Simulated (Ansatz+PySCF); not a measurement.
The numbers below are computed, except where a source is named.
Several solutions for singlet C4H6

```yaml
atoms:
  - { symbol: C, position_ang: [0.0000, 0.0040, -0.7856] }
  - { symbol: C, position_ang: [0.0000, -0.0040, 0.7856] }
  - { symbol: C, position_ang: [0.0000, 1.2033, -1.5962] }
  - { symbol: C, position_ang: [0.0000, -1.2033, 1.5962] }
  - { symbol: H, position_ang: [0.0000, -1.0549, -1.3170] }
  - { symbol: H, position_ang: [0.0000, 1.0549, 1.3170] }
  - { symbol: H, position_ang: [0.0000, 1.1529, -2.7750] }
  - { symbol: H, position_ang: [0.0000, 2.2776, -1.1027] }
  - { symbol: H, position_ang: [0.0000, -1.1529, 2.7750] }
  - { symbol: H, position_ang: [0.0000, -2.2776, 1.1027] }
```

Basis set: def2-SVP (spherical functions). Charge 0, multiplicity 1.

UHF was run from several starts with Ansatz (development build ahead of 0.2.0) and PySCF 2.14.0.

```tsv
run	program	start	converged	energy (hartree)	<S²>
A	Ansatz	search for the lowest state	yes	-154.75516	0.86
B	PySCF	guess minao, instabilities followed	yes	-154.75516	0.87
C	Ansatz	atomic start, no search	yes	-154.73595	0.00
D	Ansatz	stability test followed	yes	-154.75516	0.86
E	PySCF	program defaults	yes	-154.73595	0.00
F	PySCF	guess 1e, instabilities followed	yes	-154.75516	0.87
G	PySCF	guess atom, instabilities followed	yes	-154.75516	0.87
H	PySCF	guess huckel, instabilities followed	yes	-154.75516	0.87
```

Which runs reached the lowest solution of this kind, and what is wrong with the others?

A, B, D, F, G, H reached the lowest solution found. Converged but too high: C by 0.52 eV, E by 0.52 eV. Convergence only shows a stationary point, and even a stable one can lie too high; stability tests and further starts are what find lower ones. Caution: the unrestricted determinant is a mixture of spin states. Caution: the determinant breaks the point group.
